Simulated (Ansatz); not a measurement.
Stepwise reaction of `Cl[Si]Cl` with hydrogen fluoride, as a gas-phase model of exchange steps in deposition or etching. ΔE in kJ/mol; ΔG adds harmonic PBE0-D4 terms to CCSD(T)/CBS, at 1 bar.

Program: Ansatz. Geometries: PBE0-D4/def2-TZVP. ΔE: electronic, gas phase. CBS: MP2 limit from def2 TZ/QZ plus the TZ coupled-cluster correction, frozen cores. This one scheme is used for every species. DFT in def2-TZVPP. B3LYP here is the variant with VWN-RPA as its local correlation; programs differ in this.

| step | reaction | PBE-D4 | B3LYP-D4 | ωB97M-V | CCSD(T)/CBS | ΔG(400 K) |
| --- | --- | --- | --- | --- | --- | --- |
| 1 | `Cl[Si]Cl` + H–F → `F[Si]Cl` + HCl | -34.7 | -44.1 | -46.2 | -40.9 | -48.6 |
| 2 | `F[Si]Cl` + H–F → `F[Si]F` + HCl | -40.6 | -50.0 | -51.7 | -48.6 | -51.5 |

Q: By hand: ΔE of the 2 steps together at CCSD(T)/CBS.

A: (-40.9) + (-48.6) = -89.5 kJ/mol, or -44.8 kJ/mol a step.

In ΔE each step is lower than the one before. All are downhill at CCSD(T)/CBS. ΔG lies between -51.5 and -48.6 kJ/mol a step. PBE-D4 differs from CCSD(T)/CBS by 6.2 to 8.0 kJ/mol a step. Isolated molecules leave out the surface, adducts and barriers. Largest T1 diagnostic: 0.015.
